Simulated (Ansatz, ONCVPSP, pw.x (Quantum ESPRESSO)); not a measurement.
What a changed setting does to a pw.x run (bcc Re)

Potential: optimised norm-conserving Vanderbilt (ONCV), ONCVPSP 4.0.1.1 (patched build), PBEsol; core [Kr] 4d10 4f14, reference 5s2 5p6 5d5 6s1.75 6p0.25; waves: 5s+6s: rc 1.50 bohr, ncon 4, nbas 7, qcut 8.2 1/bohr, 2 projectors; 5p+6p: rc 1.75 bohr, ncon 4, nbas 7, qcut 9.1 1/bohr, 3 projectors, debl 3.9 Ha; 5d: rc 1.50 bohr, ncon 4, nbas 9, qcut 6 1/bohr, local; local part: the d channel; core correction: none.

The reference run (k-mesh 15³, cutoffs 70/280 Ry, Fermi–Dirac 0.01 Ry, mixing_beta 0.4, conv_thr 1e-9, no spin) gives -2.46 GPa at 14.678 Å³/atom, where all-electron LAPW gives 0.85 GPa. This run, with its own iteration cap, changes k-mesh shift to 1.

```
&control
  calculation='scf', prefix='x', pseudo_dir='./', outdir='./tmp', tstress=.true., disk_io='none'
/
&system
  ibrav=0, nat=1, ntyp=1, ecutwfc=70, ecutrho=280, nbnd=15,
  occupations='smearing', smearing='fd', degauss=0.01
/
&electrons
  conv_thr=1e-09, mixing_beta=0.4, electron_maxstep=60
/
ATOMIC_SPECIES
Re 1.0 Re.UPF
CELL_PARAMETERS angstrom
  -1.54241875 1.54241875 1.54241875
  1.54241875 -1.54241875 1.54241875
  1.54241875 1.54241875 -1.54241875
ATOMIC_POSITIONS crystal
Re 0.0000 0.0000 0.0000
K_POINTS automatic
15 15 15 1 1 1
```

```bash
pw.x < Re.scf.in > Re.scf.out
```

**Question.** How does the run end?

**Answer.** It converges in 7 iterations; the free energy moves by -16.3 meV/atom and the pressure by -0.44 GPa.

```
Message from routine setup:
     using ibrav=0 with symmetry is DISCOURAGED, use correct ibrav instead
     lattice parameter (alat)  =       5.0485  a.u.
     unit-cell volume          =      99.0521 (a.u.)^3
     number of electrons       =        15.00
     number of Kohn-Sham states=           15
     kinetic-energy cutoff     =      70.0000  Ry
     charge density cutoff     =     280.0000  Ry
     scf convergence threshold =      1.0E-09
     Exchange-correlation= PBESOL
     number of k points=   120  Fermi-Dirac smearing, width (Ry)=  0.0100
     iteration #  1     ecut=    70.00 Ry     beta= 0.40
     total energy              =    -159.15574711 Ry
     estimated scf accuracy    <       0.05186016 Ry
     iteration #  2     ecut=    70.00 Ry     beta= 0.40
     total energy              =    -159.15731783 Ry
     estimated scf accuracy    <       0.00655384 Ry
     iteration #  3     ecut=    70.00 Ry     beta= 0.40
     total energy              =    -159.15812833 Ry
     estimated scf accuracy    <       0.00044383 Ry
     iteration #  4     ecut=    70.00 Ry     beta= 0.40
     total energy              =    -159.15814510 Ry
     estimated scf accuracy    <       0.00000813 Ry
     iteration #  5     ecut=    70.00 Ry     beta= 0.40
     total energy              =    -159.15814707 Ry
     estimated scf accuracy    <       0.00000011 Ry
     iteration #  6     ecut=    70.00 Ry     beta= 0.40
     total energy              =    -159.15814709 Ry
     estimated scf accuracy    <          6.5E-09 Ry
     iteration #  7     ecut=    70.00 Ry     beta= 0.40
     the Fermi energy is    24.9664 ev
!    total energy              =    -159.15814709 Ry
     estimated scf accuracy    <          2.9E-10 Ry
     smearing contrib. (-TS)   =      -0.00385538 Ry
     The total energy is F=E-TS. E is the sum of the following terms:
     one-electron contribution =     -20.41550561 Ry
     hartree contribution      =      18.77596924 Ry
     xc contribution           =     -17.05197035 Ry
     ewald contribution        =    -140.46278499 Ry
     convergence has been achieved in   7 iterations
          total   stress  (Ry/bohr**3)                   (kbar)     P=      -28.95
     Message from routine punch:
     Nothing written, as per user request (disk_io='none')
```

The run took about 35 s on one core of a shared host (Neoverse-N1, 64 threads, 124 GiB, load 54).
